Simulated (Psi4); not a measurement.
**Two attempts at CH3N (SMILES C[N])**

Wanted: a single-point energy of CH3N, U-wB97M-D3(BJ)/cc-pVTZ-DK (DKH3, density fitting).

Program for the calculation: Psi4 1.11.

3 further runs of the same task are left out: 2 that didn't finish, 1 set aside as unsound or not needed.

## Step 1: Starting point

The species is CH3N (5 atoms), meant as a triplet with charge 0. As SMILES, `C[N]`. Geometry: relaxed at GFN2-xTB.

Bond lengths: C1–N2 1.350 Å, C1–H3 1.105 Å, C1–H4 1.105 Å, C1–H5 1.105 Å. Angles: N2–C1–H3 111.3°, N2–C1–H4 111.3°, N2–C1–H5 111.3°, H3–C1–H4 107.5°, H3–C1–H5 107.5°, H4–C1–H5 107.5°.

## Step 2: The input as first written

File ch3n.xyz:

```xyz
5
CH3N
C     -0.026140    -0.009290    -0.007100
N      1.205850     0.428790     0.326800
H     -0.811210     0.665380     0.379200
H     -0.148300    -0.068860    -1.103600
H     -0.220190    -1.016020     0.404710
```

File run.py:

```python
import psi4

psi4.set_memory('1600 MB')
psi4.set_num_threads(1)
psi4.core.set_output_file('psi4.out', False)

with open('ch3n.xyz') as f:
    atoms = ''.join(f.readlines()[2:])
molecule = psi4.geometry('0 4\n' + atoms + 'symmetry c1')

psi4.set_options({
    'basis': 'cc-pVTZ-DK',
    'reference': 'uks',
    'relativistic': 'dkh',
    'dkh_order': 3,
})

e_tot = psi4.energy("wb97m-d3bj")
print(f'wb97m-d3bj energy: {e_tot:.10f} Eh')
```

Run with:

```bash
$ python run.py
```

stdout:

```text
qcelemental.exceptions.ValidationError: Inconsistent or unspecified chg/mult: sys chg: None, frag chg: [0.0], sys mult: None, frag mult: [4]
```

Run time: 1.3 s. Hardware: 1 thread of Intel Xeon Platinum 8259CL at 2.50GHz (Skylake/Cascade Lake), shared host; peak memory 0.13 GiB.

## Step 3: What went wrong

The input was rejected.

The log says `qcelemental.exceptions.ValidationError: Inconsistent or unspecified chg/mult: sys chg: None, frag chg: [0.0], sys mult: None, frag mult: [4]`. Cause: the spin state typed doesn't suit the molecule. To mend it: multiplicity 3 in place of 4.

## Step 4: The mended input

ch3n.xyz is that of step 2.

File run.py:

```python
import psi4

psi4.set_memory(1600000000)
psi4.set_num_threads(1)
psi4.core.set_output_file('output.dat', False)

with open('ch3n.xyz') as f:
    atoms = ''.join(f.readlines()[2:])
mol = psi4.geometry('0 3\n' + atoms + 'symmetry c1')

psi4.set_options({
    'basis': 'cc-pVTZ-DK',
    'reference': 'uks',
    'relativistic': 'dkh',
    'dkh_order': 3,
})

energy_value = psi4.energy('wb97m-d3bj')
print(f'wb97m-d3bj energy: {energy_value:.10f} Eh')
```

Run with:

```bash
$ python run.py
```

output.dat:

```text
[...]
  Running in c1 symmetry.
[...]
  Nuclear repulsion =   31.450834377081978
[...]
  Multiplicity = 3
[...]
  Nalpha       = 9
  Nbeta        = 7
[...]
    Number of basis functions: 102
[...]
   @DF-UKS iter   1:   -94.54563167498431   -5.88410e-01   3.96576e-03 ADIIS/DIIS
[...]
   @DF-UKS iter   8:   -94.64381372740016   -1.24704e-07   7.97324e-07 DIIS
[...]
   @S^2 Observed:                2.007093844E+00
[...]
    Orbital Energies [Eh]
    ---------------------
    Alpha Occupied:
       1A    -14.551489     2A    -10.380511     3A     -1.030604
       4A     -0.751548     5A     -0.576409     6A     -0.576406
       7A     -0.490291     8A     -0.368730     9A     -0.368726
    Alpha Virtual:
      10A      0.101010    11A      0.166589    12A      0.166591
      13A      0.200971    14A      0.326612    15A      0.326628
      16A      0.479423    17A      0.489375    18A      0.489377
      19A      0.497094    20A      0.531681    21A      0.562822
      22A      0.562826    23A      0.637327    24A      0.691915
      25A      0.691927    26A      0.936356    27A      0.954697
[...]
  @DF-UKS Final Energy:   -94.64381372740016
   => Energetics <=
    Nuclear Repulsion Energy =             31.4508343770819785
    One-Electron Energy =                -189.0877448572456103
    Two-Electron Energy =                  72.3720216923213115
    DFT Exchange-Correlation Energy =      -9.3757911574486190
    Empirical Dispersion Energy =          -0.0031337821092103
    VV10 Nonlocal Energy =                  0.0000000000000000
    Total Energy =                        -94.6438137274001576
[...]
 Multipole Moments:
 ------------------------------------------------------------------------------------
     Multipole            Electronic (a.u.)      Nuclear  (a.u.)        Total (a.u.)
 ------------------------------------------------------------------------------------
 L = 1.  Multiply by 2.5417464519 to convert [e a0] to [Debye]
 Dipole X            :          1.8178540           -2.5983681           -0.7805142
 Dipole Y            :          0.6464320           -0.9239709           -0.2775390
 Dipole Z            :          0.4926254           -0.7041517           -0.2115263
 Magnitude           :                                                    0.8549700
[...]
```

The script printed:

```text
wb97m-d3bj energy: -94.6438137274 Eh
```

Wall time 19 s (1 thread of Intel Xeon Platinum 8259CL at 2.50GHz (Skylake/Cascade Lake), shared host); peak memory 1.1 GiB.

## Step 5: Results

At U-wB97M-D3(BJ)/cc-pVTZ-DK (DKH3, density fitting):

| quantity | value |
| --- | --- |
| total energy | -94.64381 Eh |
| dipole moment | 2.17 D |
| HOMO energy (highest over α and β) | -10.03 eV |
| LUMO energy (lowest over α and β) | 0.48 eV |
| dispersion energy | -8.23 kJ/mol |
| ⟨S²⟩ | 2.007 |
